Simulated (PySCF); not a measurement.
## Shapes and spin states of SF₂

All numbers come from PBE/[S def2-TZVP, F def2-TZVP], no relativity, density fitting, PySCF.

Relaxations began from a few typed shapes and spin states; open shells are unrestricted. The search is not exhaustive: other isomers or separated fragments can lie lower, and high-lying points may rest on an excited occupation.

(1) Which is the lowest minimum found?
A. triplet D∞h: S–F 1.701 Å (×2); F–S–F 180.0°
B. triplet C2v: S–F 1.700 Å (×2); F–S–F 167.3°
C. singlet C2v: S–F 1.620 Å (×2); F–S–F 99.4°

Answers

(1) C. The others lie at 82.0 (triplet C2v), 82.6 (triplet D∞h, a saddle point) kJ/mol above it.

Counting electrons, sulfur keeps 4 of its valence electrons outside its bonds, so the VSEPR class is AX2E2 and the expected shape is bent (C2v), as computed.
